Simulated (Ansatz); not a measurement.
Process, species as SMILES: ClCCl → C atom + 2 Cl atom + 2 H atom
B3LYP-D3(BJ)/def2-TZVP geometries, fixed; electronic energies without zero-point terms.
Largest species:
```
C
H 1 1.0832
H 1 1.0832 2 111.91
Cl 1 1.7804 2 108.02 3 118.77
Cl 1 1.7804 2 108.02 3 -118.77
```

Energies in hartree at MP2 with Ansatz (a program for electronic structure); the atomisation energy is their sum with the coefficients shown, times 627.509 kcal/mol a hartree. All functions are spherical. Cores are frozen. Open shells are unrestricted. No added dispersion term, no relativity.

```tsv
species	coefficient	part	cc-pV(D+d)Z	cc-pV(T+d)Z	cc-pV(Q+d)Z
ClCCl	-1	Hartree-Fock	-958.03523	-958.07944	-958.08943
ClCCl	-1	correlation	-0.42085	-0.55367	-0.60370
C atom	+1	Hartree-Fock	-37.68654	-37.69157	-37.69331
C atom	+1	correlation	-0.05176	-0.06692	-0.07206
Cl atom	+2	Hartree-Fock	-459.47140	-459.48556	-459.48916
Cl atom	+2	correlation	-0.11260	-0.15854	-0.17550
H atom	+2	Hartree-Fock	-0.49928	-0.49981	-0.49995
```

### Question
Predict the atomisation energy in cc-pV(5+d)Z (X = 5): let each Hartree-Fock step shrink by the ratio of the last two, and fit each correlation energy at X = 3 and 4 to E + A/X^3. Compare with the run.

### Answer

- ClCCl: steps -0.04421 and -0.00999, ratio 0.226, so Hartree-Fock -958.09169 (run: -958.09138); A = (-0.55367 - (-0.60370))/(1/27 - 1/64) = 2.3365, correlation -0.60370 - A/64 + A/125 = -0.62152 (run: -0.62441).
- C atom: steps -0.00503 and -0.00174, ratio 0.346, so Hartree-Fock -37.69391 (run: -37.69368); A = (-0.06692 - (-0.07206))/(1/27 - 1/64) = 0.2401, correlation -0.07206 - A/64 + A/125 = -0.07389 (run: -0.07415).
- Cl atom: steps -0.01416 and -0.00360, ratio 0.254, so Hartree-Fock -459.49007 (run: -459.48973); A = (-0.15854 - (-0.17550))/(1/27 - 1/64) = 0.7921, correlation -0.17550 - A/64 + A/125 = -0.18154 (run: -0.18264).
- H atom: steps -0.00053 and -0.00014, ratio 0.264, so Hartree-Fock -0.49999 (run: -0.49999).
Predicted 377.89 kcal/mol; the run in cc-pV(5+d)Z gives 378.54, a miss of -0.65. Keeping the value in cc-pV(Q+d)Z, 375.59, would miss by -2.95. All sums are of the energies as printed.
